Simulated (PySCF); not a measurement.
Species: bicarbonate, CHO3 (charge -1).
Atom-mapped SMILES: `[O:1]=[C:2]([O-:3])[OH:4]` (hydrogens: H5 on O4)

The same species was optimised twice, with GFN2-xTB and with PBE0-D3(BJ)/def2-SVP (PySCF), and the same property calculations (PySCF, gas phase) were run on both structures.

```csv
coordinate,GFN2-xTB,PBE0-D3(BJ)/def2-SVP,change
C2–O4 (Å),1.457,1.430,-0.027
O1=C2 (Å),1.229,1.246,+0.017
C2–O3 (Å),1.219,1.231,+0.012
O4–H5 (Å),0.964,0.964,0.000
C2–O4–H5 (°),105.0,100.5,-4.5
O1–C2–O4 (°),113.5,113.2,-0.3
O1–C2–O3 (°),132.2,132.4,+0.2
O3–C2–O4 (°),114.3,114.5,+0.2
```

Rotational constants: A = 12574, B = 11462, C = 5996 MHz (GFN2-xTB) against A = 12465, B = 11608, C = 6011 MHz (PBE0-D3(BJ)/def2-SVP). Point groups within 0.08 Å: Cs and Cs.

On the GFN2-xTB structure: HOMO (eV) -0.92 [PBE0/pcSseg-1]; LUMO (eV) 6.77 [PBE0/pcSseg-1]; GIAO shielding of O1/O3 (mean) (ppm) 111.2 [PBE0/pcSseg-1]; GIAO shielding of C2 (ppm) 29.5 [PBE0/pcSseg-1]; GIAO shielding of O4 (ppm) 151.0 [PBE0/pcSseg-1].

**Question.** What do these properties become on the PBE0-D3(BJ)/def2-SVP structure?

**Answer.** 
| property | level | on GFN2-xTB | on PBE0-D3(BJ)/def2-SVP | change |
| --- | --- | --- | --- | --- |
| HOMO (eV) | PBE0/pcSseg-1 | -0.92 | -0.92 | 0.00 |
| LUMO (eV) | PBE0/pcSseg-1 | 6.77 | 6.83 | +0.06 |
| energy, GFN2-xTB geometry as zero (kcal/mol) | PBE0/pcSseg-1 | 0.0 | -0.7 | -0.7 |
| GIAO shielding of O1/O3 (mean) (ppm) | PBE0/pcSseg-1 | 111.2 | 105.0 | -6.2 |
| GIAO shielding of C2 (ppm) | PBE0/pcSseg-1 | 29.5 | 25.5 | -4.0 |
| GIAO shielding of O4 (ppm) | PBE0/pcSseg-1 | 151.0 | 146.5 | -4.5 |

The heavy atoms differ by 0.014 Å rms after alignment. Among all bonds C2–O4 changes most (-0.027 Å). Changes are differences of the printed values. Neither structure is proved a minimum here. Geometry: PBE0-D3(BJ)/def2-SVP, one conformer, isolated ion. The geometry's basis has no diffuse functions, a weakness for an anion.

Shape of the structure used: `[O:1]=[C:2]([O-:3])[OH:4]`: H–O4–C2–O1 0°.
